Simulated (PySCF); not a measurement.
# F2OS: calculation against experiment

**Measured values to compare with.**

From NIST CCCBDB Release 22 (SRD 101), experimental polarizabilities, for the gas: mean polarisability 3.927 Å³.

The results are set against them at the end.

Species: F2OS.
SMILES with atom numbers: `[O:1]=[S:2]([F:3])[F:4]`

Cartesian coordinates in Å at the PBE0-D3(BJ)/def2-TZVP level; atoms count from 1:
```
atom  x, y, z in Å
O1     0.5854   -1.1943   -0.4166
S2    -0.0431   -0.2537    0.4400
F3     0.7806    1.0978    0.3066
F4    -1.2850    0.3249   -0.3627
```

The PySCF runs (gas phase, on this PBE0-D3(BJ)/def2-TZVP geometry; no spin–orbit coupling):

| level | job | basis functions | wall time |
| --- | --- | --- | --- |
| CAM-B3LYP/aug-cc-pVTZ | 10 singlets by full TDDFT, 4 Tamm–Dancoff triplets, polarisability | 188 | 12 s |
| PBE0/aug-cc-pVTZ | 10 singlets by full TDDFT, 4 Tamm–Dancoff triplets, polarisability, dynamic polarisability, density and orbital grids written | 188 | 13 s |
| wB97X-D/aug-cc-pVTZ | 10 singlets by full TDDFT, 4 Tamm–Dancoff triplets, polarisability, ΔSCF ions | 188 | 21 s |

Hardware: Arm Neoverse V1, one thread, shared host.

Results beside the measurements:

**Mean polarisability.** Measured: 3.927 Å³ (NIST CCCBDB Release 22 (SRD 101), experimental polarizabilities).

```csv
level,computed (Å³),computed − measured (Å³),% (from the printed values)
CAM-B3LYP/aug-cc-pVTZ,3.902,-0.025,-1
PBE0/aug-cc-pVTZ,3.895,-0.032,-1
wB97X-D/aug-cc-pVTZ,3.904,-0.023,-1
```

All 3 levels lie below the measurement. The computed values are static and purely electronic, with core orbitals frozen in the response (1 au = 0.148185 Å³). The table of measured values doesn't say here whether a value is static or optical, or holds a vibrational part.

The geometry is computed, not the measured one. Where a level misses, the cause wasn't examined.
